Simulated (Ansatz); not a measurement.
**OH⁻ ··· SiH$_{3}$F**

The pair of OH⁻ (SMILES [OH-], atoms 1–2) and SiH$_{3}$F (SMILES [SiH3]F, atoms 3–7), both closed shells, in one local arrangement (a lower one may exist), relaxed at PBE0-D4/def2-TZVPD:

O1  (0.401, -0.717, -1.257)
H2  (-0.261, -0.470, -1.906)
Si3  (0.043, 0.077, 0.312)
F4  (-0.212, 0.799, 1.882)
H5  (0.094, 1.468, -0.293)
H6  (-1.335, -0.553, 0.404)
H7  (1.270, -0.603, 0.859)
(Å)

Ansatz 0.2.0; basis: def2-TZVPPD, with def2-QZVPPD for the basis limit; cores frozen in the correlated methods. B3LYP uses VWN-RPA correlation. Extrapolation: Hartree–Fock as exp(−7.88 √X), correlation as X^−2.97. Interaction energies count from these two fragments, frozen as in the pair, with the counterpoise correction; negative means bound.

(1) What is the interaction energy by CCSD(T) at an estimated basis limit (MP2 extrapolated from triple and quadruple zeta, plus CCSD(T) − MP2 in triple zeta)? (An estimate is asked for; the value comes from the calculation.)

(2) Which atoms make the shortest contact between the fragments?

No T1 diagnostic of these runs exceeds 0.026.

Results:

(1) By the calculation: -86.81 kcal/mol. Hartree–Fock alone gives -88.77 kcal/mol at the basis limit. It counts from the two fragments frozen as in the pair.

The same quantity by other methods in triple zeta, and each one's difference from that estimate:
| method | E_int (kcal/mol) | difference |
| --- | --- | --- |
| PBE-D4 | -81.43 | 5.39 |
| revPBE-D4 | -80.11 | 6.70 |
| BLYP-D4 | -77.20 | 9.61 |
| r2SCAN-D4 | -87.11 | -0.30 |
| B97M-V | -87.99 | -1.18 |
| PBE0-D4 | -87.54 | -0.72 |
| B3LYP-D4 | -83.12 | 3.69 |
| HSE06-D4 | -87.49 | -0.67 |
| wB97X-V | -86.85 | -0.04 |
| wB97M-V | -87.00 | -0.18 |
| B2PLYP | -82.15 | 4.66 |
| HF | -88.14 | -1.33 |
| MP2 | -83.37 | 3.44 |
| CCSD | -84.92 | 1.89 |
| CCSD(T) | -83.96 | 2.86 |
Differences are method less estimate.

(2) O1 and Si3, 1.79 Å apart.

Energy to bend the free fragments (PBE0-D4 minima) into their shapes in the pair, CCSD(T)/def2-TZVPPD: OH⁻ 0.02 kcal/mol; SiH$_{3}$F 29.95 kcal/mol. This must be added to the interaction energy to get the binding energy from relaxed fragments.

Basis-set superposition shift (counterpoise-corrected less uncorrected): CCSD(T) 2.27; MP2 2.28; HF 0.29; PBE0-D4 0.39; wB97M-V 0.30 kcal/mol.

For scale, one of the runs: CCSD(T)/def2-TZVPPD, 196 basis functions, launched by `ansatz run in.yaml --threads 2 --pin off --events-out ev --progress --plain --max-ram 5222MiB`. Time: 53 s of wall clock on 2 CPU threads of an Arm Neoverse V1; the host was shared. Peak host memory: 2.3 GiB.
